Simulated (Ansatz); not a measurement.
## Ansatz (development build ahead of 0.2.0) run

```yaml
crystal:
  periodic: [false, false, false]
  atoms:
    - { symbol: C, position_ang: [0.0, -0.31987, -2.54723] }
    - { symbol: C, position_ang: [0.0, 0.51716, -1.27737] }
    - { symbol: C, position_ang: [0.0, -0.31294, 0.0] }
    - { symbol: C, position_ang: [0.0, 0.51716, 1.27737] }
    - { symbol: C, position_ang: [0.0, -0.31987, 2.54723] }
    - { symbol: H, position_ang: [0.0, 0.30972, -3.4502] }
    - { symbol: H, position_ang: [0.88742, -0.97161, -2.59714] }
    - { symbol: H, position_ang: [-0.88742, -0.97161, -2.59714] }
    - { symbol: H, position_ang: [-0.87968, 1.18549, -1.27418] }
    - { symbol: H, position_ang: [0.87968, 1.18549, -1.27418] }
    - { symbol: H, position_ang: [0.88031, -0.98241, 0.0] }
    - { symbol: H, position_ang: [-0.88031, -0.98241, 0.0] }
    - { symbol: H, position_ang: [-0.87968, 1.18549, 1.27418] }
    - { symbol: H, position_ang: [0.87968, 1.18549, 1.27418] }
    - { symbol: H, position_ang: [0.0, 0.30972, 3.4502] }
    - { symbol: H, position_ang: [-0.88742, -0.97161, 2.59714] }
    - { symbol: H, position_ang: [0.88742, -0.97161, 2.59714] }
basis:
  gaussian: { orbitals: cc-pVDZ }
hamiltonian:
  xc: hf
correlation:
  method: mp2
  frozen_orbitals: { C: 1, H: 0 }
```

The input is written out in the form of the current development build from the run's settings.

The run gave:

```
Converged                       : yes
Reference energy                : -196.34678 hartree
Correlation energy              : -0.73270 hartree
Total energy                    : -197.07949 hartree
Spin squared of the determinant : 0.000
```
